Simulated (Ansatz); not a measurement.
# H₂O (singlet): wave-function methods side by side at angle H2–O1–H3 = 142.1°, 6-31G

One table from this session's results is given with a row withheld; the runs are named, their logs left out.

Computed with Ansatz 0.2.0, Gaussian basis. Level: 6-31G, core rule «outside noble gas», up to 1 orbitals frozen.

To be run: UHF; CCSD(T) on RHF; BCCD(T) on RHF; CISD; CCSDT(Q) on RHF; CCSDTQ on RHF; CASSCF and MRCISD+Q, 2 electrons in 2 orbitals; CASSCF and NEVPT2, 2 electrons in 2 orbitals; CASSCF and MRCISD+Q, 8 electrons in 6 orbitals; CASSCF and NEVPT2, 8 electrons in 6 orbitals; Full CI.

9 further runs of the same task are left out: 1 for a mislabelled method, 4 that didn't finish, 4 set aside as unsound or not needed.

### The geometry

The geometry derives from a PBE0/def2-TZVP stationary point (not a proven minimum). One angle is set to the value named; bond lengths are kept.

3 atoms, charge 0, spin multiplicity 1.

Atoms are counted from 1 here; the program's logs count them from 0.

Bond lengths: O1–H2 0.960 Å, O1–H3 0.960 Å. Angles: H2–O1–H3 142.1°.

Set-up of the first run:

File in.yaml:

```yaml
crystal:
  periodic: [false, false, false]
  atoms:
    - {symbol: O, position_ang: [0.000000, -0.034868, 0.000000]}
    - {symbol: H, position_ang: [0.000000, 0.276733, -0.907525]}
    - {symbol: H, position_ang: [0.000000, 0.276733, 0.907525]}
basis:
  gaussian: {orbitals: 6-31G}
magnetization: {spin_polarized: true, initial_magnetization: 0}
hamiltonian: {xc: hf}
output: {orbitals: {seedname: orbitals}}
```

Started as:

```bash
ansatz run in.yaml --threads 1 --pin off --events-out ev --progress --plain --max-ram 2393MiB
```

Steps of the session up to this table: UHF; CCSD(T) on RHF; BCCD(T) on RHF; CISD; CCSDT(Q) on RHF; CCSDTQ on RHF; CASSCF and MRCISD+Q, 2 electrons in 2 orbitals; CASSCF and NEVPT2, 2 electrons in 2 orbitals; CASSCF and MRCISD+Q, 8 electrons in 6 orbitals; CASSCF and NEVPT2, 8 electrons in 6 orbitals; Full CI.

One of the session's tables, all rows but one given; the rest of the session is left out.

It belongs to the step «Misses and costs». 

| method | from FCI (meV) |
| --- | --- |
| RHF | +3642.7 |
| RMP2 | +208.0 |
| CISD | +178.5 |
| RCCSD | +39.4 |
| RCCSD(T) | +14.2 |
| BCCD(T) | +14.2 |
| RCCSDT | +11.5 |
| RCCSDT(Q) | -0.4 |
| RCCSDTQ | +0.3 |
| CASSCF pair | ? |
| NEVPT2 pair | +131.3 |
| MRCISD pair | +134.9 |
| MRCISD+Q pair | +34.8 |
| CASSCF valence | +2304.3 |
| NEVPT2 valence | +288.0 |
| MRCISD valence | +81.4 |
| MRCISD+Q valence | +25.7 |
| FCI | 0 |

**Question.** Estimate the row for CASSCF pair.

The run gave: from FCI (meV): +3107.3. In the column «from FCI (meV)» it lies between CASSCF valence (+2304.3) and RHF (+3642.7).
